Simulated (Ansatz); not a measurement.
Total energies of Al(NH3)H3 (AlNH₆) from Ansatz at CCSD(T)/def2-TZVPD, gas phase (1 Eh = 27.2114 eV = 2625.5 kJ/mol). The reference geometry is relaxed at r2SCAN-D4/def2-TZVP.

```csv
state,geometry,energy (Eh)
charge 0 singlet,reference,-300.26980
charge -1 doublet,reference,-300.24795
free Al atom (doublet),–,-241.92601
free N atom (quartet),–,-54.51655
free H atom (doublet),–,-0.49981
```

Correlated methods freeze 6 core orbitals.

Work out the vertical electron affinity, to the doublet.

E(charge 0 singlet) − E(charge -1 doublet) = -300.26980 − (-300.24795) = -0.02185 Eh = -0.59 eV; negative, so the extra electron isn't bound.

What is the binding energy per atom against free atoms?

Atoms: 1 × (-241.92601) + 1 × (-54.51655) + 6 × (-0.49981) = -299.44142 Eh. Binding: -299.44142 − (-300.26980) = 0.82838 Eh = 22.54 eV, or 2.82 eV for each of 8 atoms (no zero-point energy, no counterpoise term).

At CCSD(T)/def2-TZVPD the highest occupied level of the charge -1 doublet lies above zero (up to 0.94 eV). By energy differences it is unbound by 0.59 eV (vertical, to the charge 0 singlet, at CCSD(T)/def2-TZVPD) and held by the finite basis.
